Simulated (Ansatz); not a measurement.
The same path of BClH2 + H4Si (9 atoms, charge 0, multiplicity 1) was run twice with different band settings. Lost on the way: B1–Cl2, Si5–H9. Made: B1–Si5, Cl2–H9.

Theory: Ansatz 0.2.0, RKS B3LYP-D4/def2-SVP.

Relaxed end points:

```xyz
9
Properties=species:S:1:pos:R:3
B -0.028 0.605 0.097
Cl 0.074 1.823 1.349
H 0.995 0.140 -0.326
H -1.112 0.301 -0.316
Si 0.114 -2.821 1.071
H -0.664 -2.919 -0.196
H 1.569 -2.951 0.780
H -0.313 -3.895 2.011
H -0.142 -1.492 1.701
```

```xyz
9
Properties=species:S:1:pos:R:3
B -0.082 -0.483 -0.121
Cl 0.387 0.597 2.061
H 0.800 0.127 -0.674
H -1.206 -0.057 -0.219
Si 0.195 -2.397 0.462
H -0.303 -3.339 -0.593
H 1.617 -2.756 0.754
H -0.587 -2.698 1.711
H -0.327 -0.202 2.792
```

Common settings: movable images 7; climbing image yes; spring 5.0 eV/Å²; optimiser quadratic models (default); force threshold 0.05 eV/Å; iteration limit 60; end points relaxed.

| run | start path |
| --- | --- |
| 1 | through a guess of the saddle point |
| 2 | straight line |

What does each run give, and how far can it be trusted?

Run 1: converged after 33 iterations, highest image 1.503 eV above the first end. A vibrational analysis at the climbing image gives one clearly imaginary mode, 569i cm⁻¹: a first-order saddle point.
Run 2: converged after 21 iterations, highest image 1.503 eV above the first end. Another band between the same ends (7 images) ends at a top of the same energy, where a vibrational analysis finds 1 clearly imaginary mode.
The orbitals stay closed-shell, which can raise the energy where a bond breaks towards radicals; this wasn't checked here.
